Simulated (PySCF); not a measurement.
# C3H7Cl (Propane, 1-chloro-): the cost of one run

The runs use PySCF 2.14.0, with density-fitted response routines of our own; the level of theory stands in each step. All values are computed, except where a source is named. Atoms are numbered from 0 throughout.

**1. Starting geometry**

11 atoms, charge 0, multiplicity 1; geometry from: GFN2-xTB.

Bonds of the start (Å): C0–C1 1.52, C1–C2 1.52, C2–Cl3 1.79, C0–H4 1.09, C0–H5 1.09, C0–H6 1.09, C1–H7 1.09, C1–H8 1.09, C2–H9 1.09, C2–H10 1.09.

**2. Optimising the geometry at PBE0-D3(BJ)/def2-SVP**

The job: settings as JSON, then the geometry in Å.

```
{"job": {"xc": "PBE0", "basis": "def2-SVP", "d3": "d3bj", "grid": 1, "kind": "geom"}, "charge": 0, "multiplicity": 1}
C     -1.273753    -0.033571     0.407028
C     -0.017501    -0.505820    -0.316475
C      1.128743     0.465243    -0.089638
Cl     2.600744    -0.085586    -0.935833
H     -1.094777     0.039671     1.477272
H     -2.087394    -0.734715     0.241688
H     -1.581526     0.943408     0.041558
H      0.269282    -1.494129     0.047122
H     -0.214855    -0.586547    -1.386780
H      1.382886     0.538955     0.967989
H      0.893575     1.455762    -0.479896
```

Command:

```bash
$ OMP_NUM_THREADS=1 python probes_run.py task.json out
```

The driver reads the jobs from task.json and runs them one after another.

Q: Estimate the wall time and peak memory of this first job on 1 thread of Intel Xeon Platinum 8488C, shared host.

About 12 s, with a peak of 0.4 GiB.
